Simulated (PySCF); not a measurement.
Species: C4H4F2.
Geometry (PBE0-D3(BJ)/def2-SVP, Å), atoms numbered from 1 in this order:
```
atom  x, y, z in Å
C1     1.9680   -0.2800    0.7546
C2     0.8367   -0.3661    0.1085
C3    -0.3034   -0.4410   -0.5305
C4    -1.4294    0.5106   -0.2844
F5    -2.5438   -0.1709    0.0670
F6    -1.7229    1.1850   -1.4207
H7     2.1242   -0.8194    1.6947
H8     2.7934    0.3296    0.3722
H9    -0.4793   -1.2108   -1.2917
H10   -1.1965    1.2412    0.5087
```

Jobs on this species (10 atoms, 46 electrons) with PySCF (density fitting). Hardware of each: an Arm Neoverse V1 with one thread (shared host). Other jobs ran on the host; a repeat could differ by tens of per cent or more. Peak memory is the resident size of the whole Python process, interpreter and libraries included.

```json
{"level and settings": "delta-SCF UKS B3LYP, pcX-2 on the ionised atom, pcseg-1 elsewhere, spin-free X2C", "work": "ΔSCF core ionisation, 5 holes", "basis functions": "135", "SCF cycles": "?", "wall time": "?", "peak memory": "?"}
{"level and settings": "delta-SCF UKS HF, pcX-2 on the ionised atom, pcseg-1 elsewhere, spin-free X2C", "work": "ΔSCF core ionisation, 5 holes", "basis functions": "135", "SCF cycles": "?", "wall time": "?", "peak memory": "?"}
{"level and settings": "PBE0-D3(BJ)/def2-SVP, grid level 1", "work": "geometry optimisation from a GFN2-xTB start shaken at random", "basis functions": "104", "SCF cycles": "57", "wall time": "32 s", "peak memory": "0.41 GiB"}
{"level and settings": "delta-SCF UKS SCAN, def2-TZVP on the ionised atom, pcseg-1 elsewhere, spin-free X2C", "work": "ΔSCF core ionisation, 5 holes", "basis functions": "121", "SCF cycles": "100", "wall time": "30 s", "peak memory": "0.50 GiB"}
{"level and settings": "delta-SCF UKS SCAN, pcX-2 on the ionised atom, pcseg-1 elsewhere, non-relativistic", "work": "ΔSCF core ionisation, 5 holes", "basis functions": "135", "SCF cycles": "101", "wall time": "31 s", "peak memory": "0.50 GiB"}
{"level and settings": "delta-SCF UKS PBE, pcX-2 on the ionised atom, pcseg-1 elsewhere, spin-free X2C", "work": "ΔSCF core ionisation, 5 holes", "basis functions": "135", "SCF cycles": "89", "wall time": "19 s", "peak memory": "0.50 GiB"}
{"level and settings": "delta-SCF UKS SCAN, pcX-2 on the ionised atom, pcseg-1 elsewhere, spin-free X2C", "work": "ΔSCF core ionisation, 5 holes", "basis functions": "135", "SCF cycles": "101", "wall time": "32 s", "peak memory": "0.45 GiB"}
{"level and settings": "delta-SCF UKS PBE0, pcX-2 on the ionised atom, pcseg-1 elsewhere, spin-free X2C", "work": "ΔSCF core ionisation, 5 holes", "basis functions": "135", "SCF cycles": "81", "wall time": "35 s", "peak memory": "0.50 GiB"}
{"level and settings": "delta-SCF UKS SCAN, pcX-1 on the ionised atom, pcseg-1 elsewhere, spin-free X2C", "work": "ΔSCF core ionisation, 5 holes", "basis functions": "114", "SCF cycles": "102", "wall time": "26 s", "peak memory": "0.50 GiB"}
```

Question: Fill in the missing figures.

Answer: 
- delta-SCF UKS B3LYP, pcX-2 on the ionised atom, pcseg-1 elsewhere, spin-free X2C; ΔSCF core ionisation, 5 holes: 33 s, 0.51 GiB, 82 SCF cycles
- delta-SCF UKS HF, pcX-2 on the ionised atom, pcseg-1 elsewhere, spin-free X2C; ΔSCF core ionisation, 5 holes: 23 s, 0.50 GiB, 96 SCF cycles

Question: What do all jobs in the table cost together?

Answer: About 4.3 min; the longest takes about 13 % of that, and about 1.8 times as long as the shortest.
